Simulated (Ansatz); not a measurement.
`CC1=CCCO1`, one more setting.

```yaml
crystal:
  periodic: [false, false, false]
  atoms:
    - {symbol: C, position_ang: [-0.863769, 0.398644, 1.948189]}
    - {symbol: C, position_ang: [-0.271786, 0.102250, 0.626349]}
    - {symbol: C, position_ang: [0.675493, -0.758595, 0.262091]}
    - {symbol: C, position_ang: [0.831439, -0.711902, -1.230457]}
    - {symbol: C, position_ang: [0.008642, 0.538516, -1.562052]}
    - {symbol: O, position_ang: [-0.800296, 0.815983, -0.408985]}
    - {symbol: H, position_ang: [-0.405274, -0.217256, 2.720729]}
    - {symbol: H, position_ang: [-1.940040, 0.205586, 1.933542]}
    - {symbol: H, position_ang: [-0.726358, 1.452816, 2.203130]}
    - {symbol: H, position_ang: [1.194536, -1.431800, 0.926903]}
    - {symbol: H, position_ang: [1.867525, -0.607994, -1.562181]}
    - {symbol: H, position_ang: [0.428925, -1.614001, -1.707400]}
    - {symbol: H, position_ang: [0.655975, 1.405556, -1.730768]}
    - {symbol: H, position_ang: [-0.655022, 0.422187, -2.419070]}
basis:
  gaussian: {orbitals: cc-pVTZ}
hamiltonian: {xc: {name: revPBE0}}
output: {forces: true}
```

```sh
$ ansatz run in.yaml --threads 4 --pin off --events-out ev --progress --plain --max-ram 10444MiB
```

It prints (some lines left out):

```
Functional definition: revPBE0
1512 factors; their error is unknown
mean field evaluation 1: about -7353.0023 eV, gradient 6.1e1 eV
mean field evaluation 2: about -7351.8081 eV, gradient 6.3e1 eV
mean field evaluation 4: about -7361.2537 eV, gradient 3.4e0 eV
mean field evaluation 8: about -7361.2607 eV, gradient 4.4e-1 eV
mean field evaluation 16: about -7361.2609 eV, gradient 4.9e-5 eV
mean field -7361.26089263 eV, -270.5213481623 hartree, gradient 4.9e-5 eV, S^2 0.000000; 0 other end points of the search recorded, 0 dependent functions left out
reference -7361.26093131 eV, -270.5213495840 hartree; 23, 23 occupied and 269, 269 virtual orbitals, 1512 factors
Total energy: -7361.26093131 eV, -270.5213495840 hartree
Atom 0 at    -0.863769     0.398644     1.948189 Å, force    -0.059332     0.023400     0.168556 eV/Å
Atom 1 at    -0.271786     0.102250     0.626349 Å, force     0.032733    -0.039495     0.014465 eV/Å
Atom 2 at     0.675493    -0.758595     0.262091 Å, force     0.100139    -0.115755     0.110733 eV/Å
Atom 3 at     0.831439    -0.711902    -1.230457 Å, force     0.100228    -0.107101    -0.104876 eV/Å
Atom 4 at     0.008642     0.538516    -1.562052 Å, force     0.011536     0.071479    -0.138411 eV/Å
Atom 5 at    -0.800296     0.815983    -0.408985 Å, force    -0.178078     0.157390    -0.031197 eV/Å
Atom 6 at    -0.405274    -0.217256     2.720729 Å, force    -0.009875     0.007836     0.010562 eV/Å
Atom 7 at    -1.940040     0.205586     1.933542 Å, force    -0.005717     0.004102     0.010438 eV/Å
Atom 8 at    -0.726358     1.452816     2.203130 Å, force    -0.006182     0.004401     0.012994 eV/Å
Atom 9 at     1.194536    -1.431800     0.926903 Å, force     0.002316    -0.001653    -0.006121 eV/Å
Atom 10 at     1.867525    -0.607994    -1.562181 Å, force     0.004378    -0.007932    -0.009110 eV/Å
Atom 11 at     0.428925    -1.614001    -1.707400 Å, force     0.008758    -0.005003    -0.013050 eV/Å
Atom 12 at     0.655975     1.405556    -1.730768 Å, force    -0.003588     0.001546    -0.017653 eV/Å
Atom 13 at    -0.655022     0.422187    -2.419070 Å, force     0.002683     0.006785    -0.007329 eV/Å
Dipole moment:     0.113811    -0.083802    -0.018919 e Å
```

It took 5.5 s on 4 threads of an Arm Neoverse V1 on a shared host, with 0.93 GiB of host memory at the peak.
